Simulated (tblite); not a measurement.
C3H3O (doublet state).
SMILES: `C=C[C]=O`

Computed with GFN2-xTB (tblite): harmonic, unscaled wavenumbers at the GFN2-xTB geometry, gas phase. This tight-binding method is rough: wavenumbers can miss measured ones by several per cent, in bad cases by 10 to 20. Open shells enter through the occupations alone, without spin polarisation, and single modes of such species can be off by tens of per cent.

Harmonic wavenumbers (cm⁻¹): 193.4, 275.5, 464.7, 585.6, 599.5, 771.6, 937.7, 1064.0, 1198.6, 1347.8, 1434.9, 2212.2, 3033.0, 3146.0, 3189.5.

A = 53689, B = 4716, C = 4335 MHz; mass 55.018 u (most abundant isotopes); point group Cs, symmetry number 1; spin multiplicity 2.

Question: Zero-point energy?

Answer: Half the sum of the wavenumbers: 10227 cm⁻¹ = 29.24 kcal/mol.

Question: What is S at 200 K and 1 bar for an ideal gas of classical rigid rotors and harmonic oscillators?

Answer: Translation 35.98, rotation 22.01, vibration 3.10, spin (R ln 2) 1.38: S = 62.5 cal/(mol K).

Question: And Cp and H(200 K) − H(0)?

Answer: Cp = 13.43 cal/(mol K), of which vibrations give 5.48 (their classical limit is 15 R = 29.8); H(200 K) − H(0) = 2.01 kcal/mol without the zero-point energy, 0.42 from vibrations.

Question: How do the functions run with temperature in this model?

Answer: 
```json
{"T (K)": "50", "S (cal/(mol K))": "48.4", "Cp (cal/(mol K))": "8.2", "H − H(0) (kcal/mol)": "0.40", "G − H(0) (kcal/mol)": "-2.02", "ln q(vib)": "0.00"}
{"T (K)": "100", "S (cal/(mol K))": "54.6", "Cp (cal/(mol K))": "9.8", "H − H(0) (kcal/mol)": "0.85", "G − H(0) (kcal/mol)": "-4.61", "ln q(vib)": "0.08"}
{"T (K)": "298.15", "S (cal/(mol K))": "68.5", "Cp (cal/(mol K))": "16.8", "H − H(0) (kcal/mol)": "3.50", "G − H(0) (kcal/mol)": "-16.92", "ln q(vib)": "1.08"}
{"T (K)": "373.15", "S (cal/(mol K))": "72.5", "Cp (cal/(mol K))": "19.1", "H − H(0) (kcal/mol)": "4.85", "G − H(0) (kcal/mol)": "-22.21", "ln q(vib)": "1.58"}
{"T (K)": "500", "S (cal/(mol K))": "78.6", "Cp (cal/(mol K))": "22.3", "H − H(0) (kcal/mol)": "7.48", "G − H(0) (kcal/mol)": "-31.80", "ln q(vib)": "2.46"}
{"T (K)": "750", "S (cal/(mol K))": "88.5", "Cp (cal/(mol K))": "26.5", "H − H(0) (kcal/mol)": "13.62", "G − H(0) (kcal/mol)": "-52.72", "ln q(vib)": "4.21"}
{"T (K)": "1000", "S (cal/(mol K))": "96.5", "Cp (cal/(mol K))": "29.4", "H − H(0) (kcal/mol)": "20.63", "G − H(0) (kcal/mol)": "-75.87", "ln q(vib)": "5.87"}
```

q(vib) and H(0) count from the zero-point level.

Question: What must be added to the electronic energy to get the Gibbs energy at 200 K and 1 bar?

Answer: ZPE + [H(200 K) − H(0)] − T·S = 29.24 + 2.01 − 12.49 = 18.76 kcal/mol.

Question: Which modes carry the vibrational entropy at 200 K?

Answer: 193.4 cm⁻¹: 1.48; 275.5 cm⁻¹: 0.92; 464.7 cm⁻¹: 0.31; 585.6 cm⁻¹: 0.16; 599.5 cm⁻¹: 0.14; 771.6 cm⁻¹: 0.05 cal/(mol K); the other 9 give 0.03 together.

Hindered rotation and anharmonicity are outside this model.
